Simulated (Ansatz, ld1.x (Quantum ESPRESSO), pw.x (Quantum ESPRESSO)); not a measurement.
pw.x on sc Sr: one setting changed

Potential: PAW, ld1.x (Quantum ESPRESSO) 7.5, PBEsol; core [Ar] 3d10, reference 4s2 4p6 4d0 5s2 5p0; waves: 4s (bound): rcut 2.25, rcutus 2.45 bohr; 5s (bound): rcut 2.25, rcutus 2.45 bohr; 4p (bound): rcut 2.10, rcutus 2.40 bohr; 5p (bound, empty): rcut 2.10, rcutus 2.40 bohr; 4d (bound, empty): rcut 1.90, rcutus 2.55 bohr; 4d channel at 0.35 Ry: rcut 1.90, rcutus 2.55 bohr; local part: all-electron potential smoothed inside 2.50 bohr (lloc = -2); core correction: a·sin(br)/r model core inside 1.10 bohr; augmentation: PSQ, inside the norm-conserving radii.

The reference run (k-mesh 9³, cutoffs 40/320 Ry, Fermi–Dirac 0.01 Ry, mixing_beta 0.4, conv_thr 1e-9, no spin) gives -0.06 GPa at 54.417 Å³/atom, where all-electron LAPW gives -0.06 GPa. This run, with its own iteration cap, changes mixing_beta to 0.9.

```
&control
  calculation='scf', prefix='x', pseudo_dir='./', outdir='./tmp', tstress=.true., disk_io='none'
/
&system
  ibrav=0, nat=1, ntyp=1, ecutwfc=40, ecutrho=320, nbnd=12,
  occupations='smearing', smearing='fd', degauss=0.01
/
&electrons
  conv_thr=1e-09, mixing_beta=0.9, electron_maxstep=50
/
ATOMIC_SPECIES
Sr 1.0 Sr.UPF
CELL_PARAMETERS angstrom
  3.78946760 0.00000000 0.00000000
  0.00000000 3.78946760 0.00000000
  0.00000000 0.00000000 3.78946760
ATOMIC_POSITIONS crystal
Sr 0.0000 0.0000 0.0000
K_POINTS automatic
9 9 9 0 0 0
```

```bash
pw.x < Sr.scf.in > Sr.scf.out
```

How does the run end?

It converges in 6 iterations; the free energy moves by +0.0 meV/atom and the pressure by +0.00 GPa. The result is that of the reference run.

```
Message from routine setup:
     using ibrav=0 with symmetry is DISCOURAGED, use correct ibrav instead
     lattice parameter (alat)  =       7.1611  a.u.
     unit-cell volume          =     367.2241 (a.u.)^3
     number of electrons       =        10.00
     number of Kohn-Sham states=           12
     kinetic-energy cutoff     =      40.0000  Ry
     charge density cutoff     =     320.0000  Ry
     scf convergence threshold =      1.0E-09
     Exchange-correlation= SLA  PW   PSX  PSC
     number of k points=    35  Fermi-Dirac smearing, width (Ry)=  0.0100
     iteration #  1     ecut=    40.00 Ry     beta= 0.90
     total energy              =    -256.34198597 Ry
     estimated scf accuracy    <       0.01027047 Ry
     iteration #  2     ecut=    40.00 Ry     beta= 0.90
     total energy              =    -256.34228680 Ry
     estimated scf accuracy    <       0.00008199 Ry
     iteration #  3     ecut=    40.00 Ry     beta= 0.90
     total energy              =    -256.34235124 Ry
     estimated scf accuracy    <       0.00000415 Ry
     iteration #  4     ecut=    40.00 Ry     beta= 0.90
     total energy              =    -256.34235237 Ry
     estimated scf accuracy    <       0.00000007 Ry
     iteration #  5     ecut=    40.00 Ry     beta= 0.90
     total energy              =    -256.34235246 Ry
     estimated scf accuracy    <       0.00000001 Ry
     iteration #  6     ecut=    40.00 Ry     beta= 0.90
     the Fermi energy is     4.7751 ev
!    total energy              =    -256.34235246 Ry
     estimated scf accuracy    <          4.7E-10 Ry
     smearing contrib. (-TS)   =      -0.00571159 Ry
     convergence has been achieved in   6 iterations
          total   stress  (Ry/bohr**3)                   (kbar)     P=       -0.62
     Message from routine punch:
     Nothing written, as per user request (disk_io='none')
```

The run took about 12 s on one core of a shared host (Intel(R) Xeon(R) Platinum 8488C, 192 threads, 744 GiB, load 96).
